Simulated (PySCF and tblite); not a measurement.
The numbers below are computed, except where a source is named.
Conformer ensemble of C3H6O2, numbered as in [OH:1][CH2:2][C@@H:3]1[CH2:4][O:5]1

The ensemble was built from 150 distance-geometry starts (ETKDG and KDG, MMFF94s, GFN2-xTB) and rests on GFN2-xTB geometries. Free energies are PBE0-D3(BJ)/def2-TZVP (IEF-PCM, acetonitrile) single points with GFN2-xTB rigid-rotor and vibrational terms (modes under about 100 cm⁻¹ blended into free rotors). Symmetry numbers and mirror images are counted. Conformers within 2.5 kcal/mol (GFN2-xTB free energy) were kept, 5 at most. GIAO shieldings: wB97X-D/pcSseg-1 (IEF-PCM, acetonitrile). Shifts are against TMS (¹H), TMS (¹³C) at the same level; of two unlike H on one atom, a is the less shielded. Codes: tblite and PySCF.

Torsions listed: H1–O1–C2–C3, O1–C2–C3–O5.

```tsv
conformer	shape	symmetry	E(GFN2) kcal/mol	E(DFT) kcal/mol	G(298.15 K) kcal/mol	weight %	dipole D
1	45°, -33°	C1	0.00	0.00	0.00	36.4	2.06
2	-57°, 89°	C1	0.15	0.17	0.02	35.5	1.91
3	61°, -160°	C1	0.77	0.75	0.50	15.6	2.44
4	-62°, -158°	C1	0.90	1.28	0.98	6.9	2.04
5	-178°, -161°	C1	1.78	1.53	1.11	5.6	2.06
```

Weights (%) against temperature:

```tsv
T (K)	1	2	3	4	5	S(mix) cal/mol/K
250	39.5	37.5	13.7	5.2	4.0	2.56
298.15	36.4	35.5	15.6	6.9	5.6	2.73
350	33.8	33.5	16.9	8.5	7.3	2.85
```

Averaged shifts at 298.15 K. ¹H: 4.05 (H2a, 1H), 4.02 (H2b, 1H), 2.98 (H3, 1H), 2.79 (H4a, 1H), 2.60 (H4b, 1H) ppm. ¹³C: 68.5 (C2), 51.4 (C3), 42.8 (C4) ppm.

Coordinates of conformer 1 (Å):

```xyz
11

O    -1.565    0.619    0.520
C    -1.051   -0.553   -0.045
C     0.413   -0.403   -0.427
C     1.317    0.416    0.382
O     0.810    0.873   -0.843
H    -1.267    1.357   -0.031
H    -1.159   -1.344    0.703
H    -1.622   -0.838   -0.943
H     0.826   -1.228   -1.001
H     2.377    0.191    0.395
H     0.927    0.912    1.263
```

Coordinates of conformer 2 (Å):

```xyz
11

O     2.150    0.114   -0.203
C     0.910    0.488    0.338
C    -0.248   -0.025   -0.495
C    -1.582   -0.209    0.077
O    -0.746   -1.297   -0.187
H     2.173   -0.848   -0.277
H     0.804    0.120    1.369
H     0.904    1.581    0.346
H    -0.161    0.185   -1.559
H    -2.454   -0.121   -0.560
H    -1.745    0.015    1.125
```

H on N, O and S are left out: they exchange, and hydrogen bonds move them by several ppm. Shifts are unscaled: against experiment ¹³C can be off by 15 ppm or more and ¹H by 0.8 ppm. For its torsions the set is small; conformers may be missing.

Search and properties took 47 s on 1 thread of AMD EPYC 9R45 96-Core (shared host) (rough), launched as `OMP_NUM_THREADS=1 python ens_run.py task.json out`.
